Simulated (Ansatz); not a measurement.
Mixing energy, order and entropy in Os$_{7}$Ru$_{3}$Au$_{6}$

Computed with DFT PBE, scalar-relativistic, plane waves, PAW (Ansatz 0.2.0).

Cutoff 420 eV; k points 6×6×6 on the computed 16-atom cell (Γ-centred); Gaussian smearing, width 0.10 eV; no spin polarisation.

Cells of 16 atoms on a fcc lattice, 6 Au, 7 Os, 3 Ru, each occupation relaxed without symmetry on a coarser mesh and computed once more. α is the first-shell Warren–Cowley parameter of unlike pairs (negative: unlike neighbours in excess, 0: random), given as its mean and root mean square over the pairs, since a mean near 0 can hide order that cancels. ΔH counts from the elements in their standard crystals.

```tsv
cell	mean α	rms α	ΔH (meV/atom)	V (Å³/atom)	rms shift from sites (Å)
1	-0.02	0.03	421	15.40	0.09
2	-0.16	0.20	439	15.50	0.11
3	-0.02	0.03	396	15.51	0.12
```

Task: Weigh the mixing energy against the ideal entropy.

Result: Ideal mixing gives S = −k_B Σ x ln x = 1.043 k_B per atom (8.7 J/(mol K)), worth 90 meV/atom at 1000 K. The cell nearest to random, 1, has ΔH = 421 meV/atom. Against the pure elements it breaks even at T = ΔH/S = 4680 K, beyond the melting of most metals, so a solid solution isn't expected. ΔH includes the cost of putting the elements on this lattice where they prefer another, and what the coarser relaxation leaves, which can only raise it; vibrational entropy is left out. An error of 8 meV/atom in ΔH, as mesh and relaxation can leave, moves such a temperature by 90 K, and the spread of these cells, 43 meV/atom, by 480 K.

The final mesh leaves forces up to 0.14 eV/Å and stresses up to 0.3 GPa.

Spin–orbit coupling is left out, which can shift energies with elements as heavy as these.

Cost: 6 runs of about 72 core-minutes in all (earlier runs that led there not counted), on Arm Neoverse V2 (shared hosts).